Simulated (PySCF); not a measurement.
**AlB: from the state search to spectroscopic constants**

Aim: find the lowest electronic state of AlB, scan its bond at several levels of theory, and get bond length, wavenumber and dissociation energy from each curve.

Method: Al aug-pcseg-1, B aug-pcseg-1, no relativity; program: PySCF 2.14.0.

## Step 1: Input

A driver script around PySCF takes these settings:

```yaml
atoms: Al, B
charge: 0
basis: Al aug-pcseg-1, B aug-pcseg-1
Hamiltonian: no relativity
basis_functions: 50
electrons_treated: 18
masses_in_u: 26.9815, 11.0093
levels: PBE0, PBE, r²SCAN, M06, TPSS, r²SCAN0, HF, MP2, SCS-MP2, CCSD, CCSD(T)
grid: 80 radial by 434 angular points
occupations: held fixed by the projection of orbital angular momentum
dissociation_limit: Al + B, each in its ground configuration
starting_distance_in_angstrom: 2.010
values_of_2S_to_try: 0, 2
```

Started as:

```bash
$ OMP_NUM_THREADS=1 python dia.py task.json out
```

After this run come: The PBE0 curve of the state that the search chose; Excited determinants; PBE (GGA); r²SCAN (meta-GGA); M06 (hybrid meta-GGA); TPSS (meta-GGA); r²SCAN0 (hybrid meta-GGA); ROHF; MP2 and coupled cluster.

Before running it: what results should come out? Wanted: for each run, Re; ωe; De; μ.

As calculated:

Lowest PBE0 solution found, without spin–orbit coupling: ³Σ⁻ (triplet), unpaired electrons π ↑↑. State 2 has its PBE0 minimum 0.07 eV higher. State 3 has its PBE0 minimum 0.23 eV higher, as a spin-mixed determinant (⟨S²⟩ = 1.02), so this is no gap between pure states. State 4 has its PBE0 minimum 0.30 eV higher, as a spin-mixed determinant (⟨S²⟩ = 1.00), so this is no gap between pure states. The other levels ran on the lowest alone.

```csv
level,Re (Å),ωe (cm⁻¹),De (eV),μ (D)
ROHF,2.087,556,0.76,-1.55
ROHF-MP2,2.050,602,1.58,n/a
ROHF-SCS-MP2,2.050,601,1.34,n/a
ROHF-CCSD,2.053,599,1.52,n/a
ROHF-CCSD(T),2.049,604,1.72,n/a
PBE,2.048,601,2.34,-1.73
TPSS,2.038,613,2.18,-1.54
r²SCAN,2.017,642,2.37,-1.59
PBE0,2.026,621,2.09,-1.71
r²SCAN0,2.006,654,2.15,-1.73
M06,2.031,612,1.99,-1.78
```

De is counted to Al + B in their ground configurations. A positive dipole means Al(−)B(+). ⟨S²⟩ is off the pure value of 2.00 by over a tenth at r²SCAN 2.35, PBE0 2.23, r²SCAN0 2.42.

What this shows: Bond lengths run from 2.006 Å (r²SCAN0) to 2.087 Å (ROHF). Among the levels with a De in the table, it runs from 0.76 eV (ROHF) to 2.37 eV (r²SCAN).

Correlated steps freeze 6 core orbitals. T1 is 0.071 near the minimum (highest on the curve 0.076), which may point to more than one leading configuration.
